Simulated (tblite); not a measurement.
Ethyl propyl sulfide, C₅H₁₂S.
SMILES with atom numbers: `[CH3:1][CH2:2][CH2:3][S:4][CH2:5][CH3:6]` (hydrogens: H7, H8, H9 on C1; H10, H11 on C2; H12, H13 on C3; H14, H15 on C5; H16, H17, H18 on C6)

Computed with GFN2-xTB (tblite), gas phase: Langevin dynamics at 300 K from the optimised GFN2-xTB geometry, time step 0.5 fs, friction 0.01 fs⁻¹, 2000 steps.

Start geometry:
```
atom  x, y, z in Å
C1     -2.628    0.419   -0.261
C2     -1.560   -0.084    0.700
C3     -0.541   -0.974    0.004
S4      0.455   -0.089   -1.245
C5      1.681    0.761   -0.192
C6      2.791   -0.162    0.276
H7     -3.319    1.085    0.249
H8     -3.192   -0.415   -0.674
H9     -2.164    0.959   -1.083
H10    -2.027   -0.662    1.503
H11    -1.053    0.767    1.161
H12     0.151   -1.423    0.716
H13    -1.041   -1.768   -0.550
H14     1.148    1.208    0.647
H15     2.080    1.556   -0.821
H16     2.400   -0.956    0.909
H17     3.286   -0.617   -0.579
H18     3.525    0.401    0.849
```

The statistics below take the 31 frames saved every 25 fs from 250 to 1000 fs; their kinetic temperature (all 3N coordinates) averages 250 K.

**Question.** Give the mean, spread and extremes of the bond lengths.

**Answer.** 
```csv
bond,start (Å),mean (Å),standard deviation (Å),shortest (Å),longest (Å)
C1–C2,1.523,1.534,0.033,1.479,1.610
C2–C3,1.522,1.528,0.029,1.483,1.600
C3–S4,1.826,1.835,0.040,1.773,1.936
S4–C5,1.826,1.839,0.070,1.733,1.940
C5–C6,1.517,1.526,0.029,1.459,1.582
C1–H7,1.087,1.088,0.023,1.046,1.138
C1–H8,1.088,1.096,0.040,1.009,1.206
C1–H9,1.087,1.088,0.021,1.058,1.153
C2–H10,1.093,1.101,0.040,1.026,1.175
C2–H11,1.093,1.095,0.023,1.054,1.143
C3–H12,1.090,1.094,0.036,1.020,1.177
C3–H13,1.090,1.091,0.033,1.035,1.156
C5–H14,1.090,1.095,0.025,1.052,1.133
C5–H15,1.090,1.096,0.028,1.032,1.156
C6–H16,1.088,1.088,0.023,1.056,1.148
C6–H17,1.087,1.086,0.025,1.034,1.142
C6–H18,1.088,1.090,0.028,1.044,1.168
```

**Question.** Give the same statistics for bond angles, one of each kind among heavy atoms.

**Answer.** 
```json
{"angle": "C1–C2–C3", "start (°)": "112.0", "mean (°)": "112.0", "standard deviation (°)": "3.7", "smallest (°)": "104.3", "largest (°)": "119.0"}
{"angle": "C2–C3–S4", "start (°)": "113.3", "mean (°)": "113.0", "standard deviation (°)": "4.0", "smallest (°)": "105.0", "largest (°)": "119.6"}
{"angle": "C3–S4–C5", "start (°)": "101.4", "mean (°)": "100.8", "standard deviation (°)": "2.8", "smallest (°)": "95.6", "largest (°)": "106.7"}
{"angle": "S4–C5–C6", "start (°)": "112.7", "mean (°)": "112.9", "standard deviation (°)": "3.8", "smallest (°)": "105.1", "largest (°)": "120.4"}
```

**Question.** How far does each atom move about its mean position (frames aligned on the start, all atoms weighted alike), and what rms force does it feel?

**Answer.** 
```csv
atom,rms displacement (Å),rms force (eV/Å)
C1,0.20,1.98
C2,0.18,1.71
C3,0.24,1.83
S4,0.27,1.55
C5,0.19,1.80
C6,0.23,1.83
H7,0.36,0.89
H8,0.29,1.30
H9,0.32,0.72
H10,0.31,1.25
H11,0.35,0.77
H12,0.39,1.18
H13,0.32,1.08
H14,0.40,0.88
H15,0.34,0.95
H16,0.49,0.81
H17,0.42,0.94
H18,0.33,0.89
```

The displacements run from 0.18 to 0.49 Å, the largest at H16.

**Question.** Follow the torsions C1–C2–C3–S4, C2–C3–S4–C5 and C3–S4–C5–C6 through every second one of these frames.

**Answer.** 
| t (fs) | C1–C2–C3–S4 (°) | C2–C3–S4–C5 (°) | C3–S4–C5–C6 (°) |
| --- | --- | --- | --- |
| 250 | 93 | 94 | 101 |
| 300 | 70 | 98 | 103 |
| 350 | 62 | 107 | 82 |
| 400 | 76 | 113 | 73 |
| 450 | 78 | 112 | 66 |
| 500 | 67 | 117 | 68 |
| 550 | 82 | 98 | 77 |
| 600 | 74 | 82 | 86 |
| 650 | 63 | 85 | 83 |
| 700 | 59 | 84 | 69 |
| 750 | 70 | 83 | 63 |
| 800 | 88 | 80 | 58 |
| 850 | 95 | 73 | 64 |
| 900 | 82 | 74 | 62 |
| 950 | 60 | 79 | 69 |
| 1000 | 56 | 81 | 75 |

Largest departure from the start value over all these frames: C1–C2–C3–S4 30° (start 65°), C2–C3–S4–C5 37° (start 80°), C3–S4–C5–C6 25° (start 78°).

**Question.** How widely does the potential energy scatter, against a harmonic estimate?

**Answer.** Mean 0.57 eV above the start, standard deviation 0.102 eV, range 0.28 to 0.76 eV. For 48 classical harmonic modes at 300 K the canonical values are 48kT/2 = 0.62 eV and kT·√(48/2) = 0.127 eV.

The run is classical and short, so these are rough statistics of one trajectory.

What follows is the cost of the whole dynamics run. The run took 8.7 s on an Arm Neoverse V2 with one thread, on a shared host, and the process peaked at 0.18 GiB of memory.
